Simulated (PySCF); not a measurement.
**TDDFT excited states: C2H6S**

Compound: C2H6S.
Geometry (GFN2-xTB, Å), atoms numbered from 1 in this order:
```xyz
9
C2H6S angstrom
C     -1.3699   -0.1001   -0.0372
S      0.0823   -1.1200   -0.4162
C      1.3746    0.0760    0.0226
H     -1.3615    0.7886   -0.6623
H     -2.2457   -0.7010   -0.2574
H     -1.3590    0.1717    1.0149
H      2.3282   -0.4051   -0.1647
H      1.2763    0.9615   -0.5994
H      1.2882    0.3345    1.0745
```

The calculation used TDDFT CAM-B3LYP/def2-SVPD, vertical, gas phase, core orbitals frozen in the response (PySCF).

```
state  E (eV)  E (kJ/mol)  λ (nm)       f  |μ| (D)  symmetry  main configurations (H = HOMO, L = LUMO)
   S1    5.40         521   229.5  0.0000     0.00         –                  H→L+1 (83%), H→L+6 (14%)
   S2    5.94         573   208.9   0.019     0.92  B1 or B2                    H→L (81%), H→L+2 (15%)
   S3    6.36         614   194.9   0.015     0.78  B1 or B2                    H→L+2 (79%), H→L (16%)
   S4    6.96         671   178.2   0.055     1.44        A1                               H→L+3 (99%)
   S5    7.33         707   169.2  0.0006     0.15         –                               H→L+4 (88%)
   S6    7.46         720   166.2  0.0000     0.00         –     H→L+6 (46%), H→L+5 (38%), H→L+1 (14%)
   S7    8.09         780   153.3   0.086     1.68  B1 or B2                               H→L+7 (91%)
   S8    8.15         786   152.2  0.0000     0.00         –                  H→L+5 (59%), H→L+6 (37%)
```

Triplets, Tamm–Dancoff:

| state | E (eV) | λ (nm) | main configurations (H = HOMO, L = LUMO) |
| --- | --- | --- | --- |
| T1 | 4.96 | 249.9 | H→L+1 (74%), H→L+6 (20%) |
| T2 | 5.76 | 215.2 | H→L+2 (72%), H→L+4 (12%) |
| T3 | 5.79 | 214.0 | H→L (88%) |

The lowest singlet lies at 5.40 eV (229 nm, ultraviolet) and is dark (f under 0.0005); its leading configuration is HOMO→LUMO+1 (83%). The strongest level in the table is S7 at 8.09 eV (153 nm, f = 0.086). Löwdin shares by element: HOMO sulfur 71%, carbon 20%; LUMO (one of a set within 0.03 eV) sulfur 35%, carbon 27%, hydrogen 8% or more (atoms not listed hold the other 31%). Orbital energies (eV): HOMO-3 -13.06, HOMO-2 -11.66, HOMO-1 -10.20, HOMO -7.63, LUMO 1.36, LUMO+1 1.38, LUMO+2 1.83. The oscillator strengths of these states sum to 0.176; summed over the whole spectrum of an exact calculation they would give the number of electrons, 34 (Thomas–Reiche–Kuhn). The listed states span 2.74 eV, and the widest gap between neighbours is 0.63 eV (S6 to S7). Symmetry labels in C2v follow from the direction of the transition dipole and are given only for states with f of 0.002 or more; B1 and B2 swap with the choice of axes. Singlets were solved by full linear response, triplets in the Tamm–Dancoff approximation.
